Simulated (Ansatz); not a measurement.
## Zinc-blende MnSe (metastable phase)

These are LDA in Ansatz (plane waves, PAW) values and carry that method's errors.

Run with plane-wave cutoff 500 eV, 12×12×12 k mesh, Fermi–Dirac smearing 0.05 eV, spin-polarised start, scalar-relativistic PAW data made under PBE.

Cell (relaxed at this level):

Space group F-43m (No. 216); a = b = c = 5.626 Å, α = β = γ = 90.00°

```
atom  site  symmetry       x       y       z
----  ----  --------  ------  ------  ------
Mn      4a      -43m  0.0000  0.0000  0.0000
Se      4d      -43m  0.7500  0.7500  0.7500
```
(The calculation used a cell of 2 atoms; values per cell refer to that cell.)

- band gap = none

Note: the magnetic order was assumed, not searched for or taken from measurement; the volume lies 10 % below that of the published cell.

Spin–orbit coupling is not included.

Computed values are for the static lattice.

Ansatz is a program for electronic structure.
